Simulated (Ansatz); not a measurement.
# Phonon frequency of some phosphides, arsenides and antimonides, all zinc-blende

Method: r²SCAN+rVV10 (Ansatz, a quantum-chemistry and plane-wave program, PAW). References are measured values at room or unstated temperature, uncorrected unless marked, so that the deviations hold thermal and zero-point effects besides the level's error. The table is a random draw of 14 from 28 values with such references.

Values in cm⁻¹.

| solid | reference | r²SCAN+rVV10 | deviation (%) |
|---|---|---|---|
| zinc-blende InSb (X LO) | 158 | 152 | -3.8 |
| zinc-blende InP (L TO) | 317 | 308 | -2.8 |
| zinc-blende GaAs (L TO) | 264 | 261 | -1.1 |
| zinc-blende InSb (X TO) | 180 | 173 | -3.9 |
| zinc-blende InP (X LA) | 193 | 179 | -7.3 |
| zinc-blende GaSb (L LO) | 205 | 202 | -1.5 |
| zinc-blende GaAs (L LO) | 242 | 239 | -1.2 |
| zinc-blende GaAs (X LO) | 240 | 239 | -0.4 |
| zinc-blende GaSb (L LA) | 153 | 157 | +2.6 |
| zinc-blende InP (X TA) | 68 | 67 | -1.5 |
| zinc-blende InP (L TA) | 55 | 53 | -3.6 |
| zinc-blende InSb (L TO) | 177 | 176 | -0.6 |
| zinc-blende InSb (L LA) | 127 | 129 | +1.6 |
| zinc-blende InSb (X LA) | 143 | 145 | +1.4 |

Over these 14 values the mean deviation is -1.6 %, the mean absolute deviation 2.4 % (median 1.5 %), and the worst case zinc-blende InP (X LA) at -7.3 %; the value is below the reference in 11 of 14 cases. Over all 28, from unrounded values, the mean deviation is -1.2 % and the mean absolute deviation 1.9 % (median 1.5 %).

Spin–orbit coupling is left out, also for the solids with elements from indium on (zinc-blende InSb, zinc-blende InP, zinc-blende GaSb); its size isn't shown.

Differences are worked out from the printed values.

Each level is taken at its own relaxed cell. Ansatz's density-functional and Hartree–Fock values are scalar-relativistic unless marked +SOC, with PAW data made under PBE.

Not in this set, of the phosphides, arsenides and antimonides with a reference value in our tables and a result at some level: 4 for a reference of another kind, counted apart; 4 for no value at r²SCAN+rVV10 (not run, a failed fit, an unstable or unbound cell, or a value held back for tests). These can be a level's best or worst cases. At least 8 more with a reference value are held back for tests. Solids without a released value at any level aren't counted. Layered and molecular crystals are counted apart.

References as tabulated in Ioffe Institute, NSM Archive: InSb, mechanic properties page; Ioffe Institute, NSM Archive: InP, mechanic properties page; Giannozzi et al., Phys. Rev. B (1991); Ioffe Institute, NSM Archive: GaSb, mechanic properties page.
